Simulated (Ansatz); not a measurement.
## Cohesive energy of some bcc solids

Method: HSE06 (plane waves, PAW; Ansatz, a program for electronic structure). References are measured values corrected to a static lattice.

Values in eV/atom.

```csv
solid,reference,HSE06,error (eV/atom)
bcc Li,1.67,1.55,-0.12
bcc Cs,0.81,0.69,-0.12
bcc Rb,0.86,0.75,-0.11
bcc Ba,1.91,1.77,-0.14
bcc Na,1.12,1.04,-0.08
bcc K,0.94,0.84,-0.10
```

Over these 6 solids the mean error is -0.11 eV/atom, the mean absolute error 0.11 eV/atom (median 0.11 eV/atom), and the worst case bcc Ba at -0.14 eV/atom; the value is too low in 6 of 6 cases.

All these references are brought to a static lattice.

Spin–orbit coupling is left out, also for the solids with elements from indium on (bcc Cs, bcc Ba); its size isn't shown.

Exact exchange on metals is sensitive to the k mesh.

Differences are worked out from the printed values.

Free atoms are spin-polarised, in the lowest state found; at levels without +SOC their spin–orbit coupling is left out. Each level is taken at its own relaxed cell. Ansatz's density-functional and Hartree–Fock values are scalar-relativistic unless marked +SOC, with PAW data made under PBE.

Not in this set, of the bcc solids with a reference value in our tables and a result at some level: 7 for a doubt noted on the run at HSE06. These can be a level's best or worst cases. Solids without a released value at any level aren't counted. Layered and molecular crystals are counted apart. The metals Ce to Yb are counted apart.

References as tabulated in Mejia-Rodriguez and Trickey (2018), arXiv:1807.09216; Csonka et al. (2009), arXiv:0903.4037.
